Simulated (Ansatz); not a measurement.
A nudged elastic band was laid between two geometries of H + H5NSi (8 atoms, charge 0, multiplicity 2).

Method: UKS PBE0-D4/def2-SVP (Ansatz).

```json
{"movable images": "5", "climbing image": "yes", "spring": "5.0 eV/Å²", "optimiser": "quadratic models (default)", "start path": "through a guess of the saddle point", "force threshold": "0.5 eV/Å", "iteration limit": "60", "end points": "relaxed"}
```

Image 0:

```xyz
8
Properties=species:S:1:pos:R:3
H 1.030 -0.886 0.859
N 1.016 0.047 0.464
Si -0.213 0.456 -0.687
H -1.423 -2.094 1.395
H 1.296 0.732 1.157
H -1.612 0.598 -0.155
H 0.153 1.765 -1.307
H -0.247 -0.618 -1.726
```

Image 6:

```xyz
8
Properties=species:S:1:pos:R:3
H 0.222 -2.104 1.598
N 0.504 0.141 0.474
Si -0.246 0.813 -0.979
H 0.084 -2.760 1.967
H 0.870 0.878 1.092
H -1.508 1.514 -0.571
H 0.648 1.807 -1.656
H -0.574 -0.289 -1.924
```

(1) What changes between the two ends?

(2) Give the energies along the band, and the barrier.

(3) What is the geometry of the highest image?

The band took 5 iterations and of the order of 50 core-seconds.

Answers

(1) Bonds broken: H1–N2. Bonds formed: H1–H4. H + H5NSi becomes H2 + H4NSi.

(2) The forces met the threshold. The highest image is number 3 of 0 to 6, 60.3 kJ/mol above the first end and 18.8 kJ/mol above the last; the last end lies 41.6 kJ/mol above the first. The threshold of 0.5 eV/Å is loose, so the images may lie well off the minimum-energy path. The order of the stationary point at the top wasn't checked.

```tsv
image	path coordinate (Å)	energy (kJ/mol)	H1–N2 (Å)	H1–H4 (Å)
0	0.00	0.0	1.01	2.79
1	0.65	1.0	1.02	2.22
2	1.30	5.2	1.02	1.72
3	1.95	60.3	1.35	0.88
4	2.61	44.8	2.05	0.77
5	3.27	42.1	2.36	0.76
6	3.92	41.6	2.53	0.77
```

(3) 
```xyz
8
Properties=species:S:1:pos:R:3:forces:R:3
H 0.351 -1.263 1.031 0.13 0.32 -0.24
N 0.776 -0.098 0.496 0.19 -0.11 0.10
Si -0.258 0.539 -0.780 -0.15 0.02 -0.04
H -0.137 -1.852 1.475 -0.15 -0.09 0.08
H 0.848 0.474 1.344 -0.09 -0.01 -0.06
H -1.604 1.057 -0.353 0.07 -0.06 -0.02
H 0.474 1.686 -1.421 0.00 -0.11 0.12
H -0.451 -0.543 -1.791 0.00 0.03 0.06
```

The run took 24 s on 2 threads of AMD EPYC 9R14 (Zen 4) (shared host), peak memory 0.16 GiB.
